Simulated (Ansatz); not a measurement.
Consider the hydrogenolysis of the Al–Si bond: `[OH][AlH][SiH3]` + H₂ → `[OH][AlH2]` + SiH₄.

Calculated with Ansatz (gas phase, PBE0-D4/def2-TZVP geometries, no zero-point term in ΔE). CBS: MP2 limit from def2 TZ/QZ plus the TZ coupled-cluster correction, frozen cores. This one scheme is used for every species. Functionals use def2-TZVPP. Each species was taken in one conformer, which may not be the lowest.

CCSD(T)/CBS gives -0.14 eV.

(1) Another level gave -0.26 eV. Which?
A. revPBE-D4/def2-TZVPP
B. PBE0/def2-TZVPP
C. CCSD(T)/def2-TZVPP
D. SCS-MP2/def2-TZVPP

Largest T1 diagnostic among the species: 0.014.

Results:

(1) D. SCS-MP2/def2-TZVPP -0.26, revPBE-D4 0.00, PBE0 -0.09, CCSD(T)/def2-TZVPP -0.17 eV.

In def2-TZVPP, CCSD(T) changes the Hartree–Fock value by +0.27 eV (the triples alone add +0.05 eV) and MP2 by +0.25 eV. The D4 term adds +0.06 eV with B3LYP and +0.03 eV with PBE0; it sums over pairs of atoms, weighted by their polarisabilities, and B3LYP, whose exchange is more repulsive, gets the larger term.

B3LYP here is the variant with VWN-RPA as its local correlation; programs differ in this.
